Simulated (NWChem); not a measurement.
System: ethanethiol (C₂H₆S); SMILES CCS

Here is an NWChem input.

```
start job
memory heap 200 mb stack 900 mb global 1100 mb
geometry units angstroms noautosym nocenter noautoz
  C      0.370180    -1.632557    -0.058435
  C     -0.638469    -0.494412     0.042851
  S      0.098289     1.185168    -0.073008
  H     -0.144067    -2.616874    -0.042543
  H      1.083901    -1.613020     0.790826
  H      0.959605    -1.560473    -0.993944
  H     -1.357454    -0.524303    -0.801854
  H     -1.240617    -0.563695     0.972082
  H      0.846437     1.095741     1.063043
end
basis spherical
  * library 6-31g*
end
dft
  xc m06-2x
  iterations 150
end
cosmo
  do_cosmo_smd true
  solvent meg
end
task dft energy
```

NWChem printed, in part:

```
             Northwest Computational Chemistry Package (NWChem) 7.3.0
             --------------------------------------------------------

                             Geometry "geometry" -> ""
                             -------------------------

 Output coordinates in angstroms (scale by  1.889725989 to convert to a.u.)

  No.       Tag          Charge          X              Y              Z
 ---- ---------------- ---------- -------------- -------------- --------------
    1 C                    6.0000     0.37018000    -1.63255700    -0.05843500
    2 C                    6.0000    -0.63846900    -0.49441200     0.04285100
    3 S                   16.0000     0.09828900     1.18516800    -0.07300800
    4 H                    1.0000    -0.14406700    -2.61687400    -0.04254300
    5 H                    1.0000     1.08390100    -1.61302000     0.79082600
    6 H                    1.0000     0.95960500    -1.56047300    -0.99394400
    7 H                    1.0000    -1.35745400    -0.52430300    -0.80185400
    8 H                    1.0000    -1.24061700    -0.56369500     0.97208200
    9 H                    1.0000     0.84643700     1.09574100     1.06304300

 Effective nuclear repulsion energy (a.u.)     106.2792519582

                                 NWChem DFT Module
                                 -----------------

 Summary of "ao basis" -> "ao basis" (spherical)
 ------------------------------------------------------------------------------
       Tag                 Description            Shells   Functions and Types
 ---------------- ------------------------------  ------  ---------------------
 C                           6-31g*                  6       14   3s2p1d
 S                           6-31g*                  8       18   4s3p1d
 H                           6-31g*                  2        2   2s

 in cosmo_initialize ...
 calling solv_data for solv:meg

 solvent parameters
 solvname_short: meg
 solvname_long:  1,2-ethanediol
 dielec:       40.2450
 dielecinf:     2.0501
 nonaqueous SMD model solvent descriptors
 dielec:       40.2450
 sola:          0.5800
 solb:          0.7800
 solc:          0.0000
 solg:         69.0700
 solh:          0.0000
 soln:          1.4318

          ---------------
          -cosmo- solvent
          ---------------
 Cosmo: York-Karplus, doi: 10.1021/jp992097l
 dielectric constant -eps-     =  40.24
 screen = (eps-1)/(eps    )    =   0.97515
 surface charge correction     = lagrangian

[...]

                                COSMO-SMD solvation results
                                ---------------------------

             internal energy in gas <Psi(g)|H|Psi(g)> =      -477.917139307190
         internal energy in solvent <Psi(s)|H|Psi(s)> =      -477.916423573865
                               delta internal energy  =         0.000715733325 (    0.45 kcal/mol)
   total free energy in solvent <Psi(s)|H+V/2|Psi(s)> =      -477.922091899691
 polarization energy contribution <Psi(s)|V/2|Psi(s)> =        -0.005668325826 (   -3.56 kcal/mol)
    total free energy in solvent including G(SMD-CDS) =      -477.921620903878
                       G(SMD-CDS) energy contribution =         0.000470995813 (    0.30 kcal/mol)
     1 M fixed-concentration free energy of solvation =        -0.004481596688 (   -2.81 kcal/mol)

                       DFT Final Molecular Orbital Analysis
                       ------------------------------------

 Vector   15  Occ=2.000000D+00  E=-4.028176D-01
              MO Center= -9.6D-02, -7.9D-01,  3.3D-02, r^2= 2.9D+00
   Bfn.  Coefficient  Atom+Function         Bfn.  Coefficient  Atom+Function
  ----- ------------  ---------------      ----- ------------  ---------------
    19     -0.249356  2 C  pz                 5      0.232376  1 C  pz
    53      0.218752  7 H  s                 49      0.201080  5 H  s
    54      0.201822  7 H  s                 50      0.193086  5 H  s
    17     -0.175877  2 C  px                35      0.169769  3 S  px
     3      0.160436  1 C  px                23     -0.144910  2 C  pz

 Vector   16  Occ=2.000000D+00  E=-3.746009D-01
              MO Center= -3.6D-02,  3.8D-01, -7.3D-02, r^2= 3.3D+00
   Bfn.  Coefficient  Atom+Function         Bfn.  Coefficient  Atom+Function
  ----- ------------  ---------------      ----- ------------  ---------------
    36      0.438425  3 S  py                37     -0.267152  3 S  pz
    18     -0.237220  2 C  py                38      0.235474  3 S  s
     4      0.180884  1 C  py                40      0.180835  3 S  py
    32     -0.168544  3 S  py                34      0.168085  3 S  s
    22     -0.132057  2 C  py                47     -0.132142  4 H  s

 Vector   17  Occ=2.000000D+00  E=-2.932898D-01
              MO Center=  6.4D-02,  1.0D+00, -4.0D-02, r^2= 2.0D+00
   Bfn.  Coefficient  Atom+Function         Bfn.  Coefficient  Atom+Function
  ----- ------------  ---------------      ----- ------------  ---------------
    35      0.505132  3 S  px                37     -0.355719  3 S  pz
    39      0.334656  3 S  px                36     -0.256135  3 S  py
    41     -0.234059  3 S  pz                31     -0.190420  3 S  px
    40     -0.173141  3 S  py                33      0.133993  3 S  pz
     6     -0.116091  1 C  s                 56      0.115391  8 H  s

 Vector   18  Occ=0.000000D+00  E= 6.974300D-02
              MO Center=  6.5D-02,  8.8D-01,  1.7D-02, r^2= 3.4D+00
   Bfn.  Coefficient  Atom+Function         Bfn.  Coefficient  Atom+Function
  ----- ------------  ---------------      ----- ------------  ---------------
    20      1.079304  2 C  s                 58     -0.869213  9 H  s
    39      0.664660  3 S  px                40      0.625812  3 S  py
    41      0.498012  3 S  pz                22      0.412668  2 C  py
    56     -0.273867  8 H  s                 35      0.265769  3 S  px
    50     -0.229038  5 H  s                  6      0.223084  1 C  s

[...]
```

Level: M06-2X/6-31G* (spherical d), SMD on the gas-phase geometry. All runs use the structure optimised with PBE-D3(BJ)/def2-SVP. Solvent: ethylene glycol.
